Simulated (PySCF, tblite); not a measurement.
**C₄H₂N radical: geometry, infrared bands and EPR parameters**

What infrared bands and EPR parameters should C₄H₂N radical (`N#CC1=[C]C1`) show?

Programs: tblite 0.8.0 and PySCF 2.14.0, with density-fitted response routines of our own. Each step states its level of theory. These are calculated values for one molecule in the gas phase, unless marked as measured. Atoms are numbered from 0 throughout.

## 1. Starting geometry

7 atoms, charge 0, multiplicity 2; geometry from: force field or distance geometry start.

Bonds of the start (Å): N0–C1 1.18, C1–C2 1.40, C2–C3 1.30, C3–C4 1.42, C4–C2 1.51, C4–H5 1.09, C4–H6 1.07.

## 2. Optimising the geometry with GFN2-xTB

Job settings and geometry (Å):

```
{"job": {"kind": "relax", "xc": "GFN2-xTB", "basis": "xTB"}, "charge": 0, "multiplicity": 2}
N      2.482500    -0.570800     0.408000
C      1.479700    -0.204100    -0.090100
C      0.276300     0.201300    -0.674100
C     -0.372200     1.240500    -0.231100
C     -1.030400     0.017600     0.067200
H     -1.866800    -0.286900    -0.559300
H     -0.965600    -0.392700     1.052200
```

Run with:

```console
> OMP_NUM_THREADS=1 python probes_run.py task.json out
```

One launch serves the whole session: the jobs run in the order shown.

**Question.** This job is followed by: GFN2-xTB harmonic vibrations, gas phase; UKS B3LYP, pcH-1 on C H N, non-relativistic, mean-field spin-orbit, GIAO. Predict these results of the whole session: strongest single infrared mode (GFN2-xTB); zero-point energy (GFN2-xTB); g(iso) (B3LYP); ⟨S²⟩; largest a(iso) (averaged by class); potential on the surface of density 0.002 e/bohr³, 1st and 99th percentile.

As calculated:

| quantity | value |
| --- | --- |
| strongest single infrared mode (GFN2-xTB) | 2298 cm⁻¹, 151 km/mol |
| zero-point energy (GFN2-xTB) | 26.3 kcal/mol |
| g(iso) (B3LYP) | 2.00234 |
| ⟨S²⟩ | 0.758 (exact 0.75) |
| largest a(iso) (averaged by class) | 13C on C3, 487.8 MHz |
| potential on the surface of density 0.002 e/bohr³, 1st and 99th percentile | -1.51 V and 1.37 V |

Over 37 steps the energy fell by 0.954 eV; of the close pairs, C2–C4 changed most, 1.514 to 1.602 Å. No mode is imaginary among the 15: a minimum at this level. The strongest single mode, at 2298 cm⁻¹, moves mainly C1 and N0. GFN2-xTB is a fitted tight-binding method: band positions and strengths are rough. Its intensities can rank the bands wrongly. C3 carries the largest spin population, 0.69 e. The isotropic g lies 0.0 ppt above the free-electron value. The conformer search found further structures of the same energy, which may be mirror or relabelled copies of this one.
